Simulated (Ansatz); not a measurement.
Gas-phase reaction in SMILES: CCOC [methoxyethane] -> [CH2]OC + [CH3] (CH3) (the C-C bond breaks)

Wanted: bond dissociation energy (enthalpy at 298 K), in kcal/mol. Terms: non-relativistic; 6-31G* and kin with 6d, 5d where marked; 6-311+G** with 5d; frozen cores in correlated levels; open shells spin-unrestricted; dispersion terms only where a functional's name holds one; spin-orbit terms left out; LANL2DZ all-electron up to Ne. Basis-set limits of correlation are two-point, X^-3; Hartree-Fock from the larger set. The bracket is a focal-point correction in the basis named. First-principles rows: single points at B3LYP-D3(BJ) geometries (Ansatz, a program for electronic structure), with unscaled harmonic terms from B3LYP/6-31G* at its own minima.

Coupled cluster (Ansatz) is a level with limits of its own, used here on species with T1 under 0.025 (0.045 for open shells) and stable references: RI-MP2/CBS(cc-pVTZ,cc-pVQZ)+[CCSD(T)-MP2]/cc-pVTZ.

Value to compare with, RI-MP2/CBS(cc-pVTZ,cc-pVQZ)+[CCSD(T)-MP2]/cc-pVTZ (Ansatz): 87.9 kcal/mol.

```json
[
 {"level": "B3LYP/STO-3G", "program": "Ansatz", "bond dissociation energy (enthalpy at 298 K) (kcal/mol)": "102.8", "difference": "14.9"},
 {"level": "B3LYP/3-21G", "program": "Ansatz", "bond dissociation energy (enthalpy at 298 K) (kcal/mol)": "85.3", "difference": "-2.6"},
 {"level": "B3LYP/LANL2DZ", "program": "Ansatz", "bond dissociation energy (enthalpy at 298 K) (kcal/mol)": "79.1", "difference": "-8.8"},
 {"level": "B3LYP/6-31G", "program": "Ansatz", "bond dissociation energy (enthalpy at 298 K) (kcal/mol)": "82.8", "difference": "-5.1"},
 {"level": "B3LYP/6-31G*", "program": "Ansatz", "bond dissociation energy (enthalpy at 298 K) (kcal/mol)": "84.4", "difference": "-3.5"},
 {"level": "B3LYP/6-31+G*", "program": "Ansatz", "bond dissociation energy (enthalpy at 298 K) (kcal/mol)": "81.4", "difference": "-6.5"},
 {"level": "B3LYP/6-31G**", "program": "Ansatz", "bond dissociation energy (enthalpy at 298 K) (kcal/mol)": "83.8", "difference": "-4.1"},
 {"level": "B3LYP/def2-SVP", "program": "Ansatz", "bond dissociation energy (enthalpy at 298 K) (kcal/mol)": "83.1", "difference": "-4.8"},
 {"level": "B3LYP/cc-pVDZ", "program": "Ansatz", "bond dissociation energy (enthalpy at 298 K) (kcal/mol)": "82.3", "difference": "-5.6"},
 {"level": "B3LYP/6-311+G**", "program": "Ansatz", "bond dissociation energy (enthalpy at 298 K) (kcal/mol)": "79.7", "difference": "-8.2"},
 {"level": "B3LYP/def2-TZVPD", "program": "Ansatz", "bond dissociation energy (enthalpy at 298 K) (kcal/mol)": "79.5", "difference": "-8.4"}
]
```

Among the 10 habitual levels, B3LYP/STO-3G lies farthest from RI-MP2/CBS(cc-pVTZ,cc-pVQZ)+[CCSD(T)-MP2]/cc-pVTZ (Ansatz) (14.9 kcal/mol) and B3LYP/3-21G nearest (-2.6); 1 of 10 lie above it, and their mean absolute difference is 6.4 kcal/mol, the median 5.3. One case shows no general order.

The sets are all those run for this method; runs whose electronic state is in doubt are left out.
